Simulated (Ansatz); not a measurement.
C2H7Al, SMILES `C[CH2][AlH2]` at its PBE0-D4/def2-TZVP geometry, where that method's forces vanish. The species carries charge 0 and has multiplicity 1.

```xyz
10

C    -1.1571   -0.5834   -0.3131
C    -0.2683    0.4960    0.3024
Al    1.6670    0.2676    0.1097
H    -2.2214   -0.3800   -0.1606
H    -0.9516   -1.5680    0.1155
H    -0.9964   -0.6725   -1.3909
H    -0.4775    0.5972    1.3767
H    -0.5227    1.4827   -0.1093
H     2.6565    1.3576    0.7146
H     2.2713   -0.9972   -0.6450
```

(1) What forces (eV/Å) does ωB97M-V/def2-TZVPP give on these atoms in Ansatz? (Best estimate.)

Results:

(1) The calculation gave: 
```
C1  -0.143 -0.152 -0.087
C2   0.120  0.180  0.106
Al3  0.107 -0.009 -0.009
H4   0.091 -0.021 -0.015
H5  -0.013  0.073 -0.031
H6  -0.009  0.008  0.080
H7   0.007 -0.011 -0.085
H8   0.011 -0.078  0.029
H9  -0.103 -0.113 -0.062
H10 -0.067  0.124  0.074
```
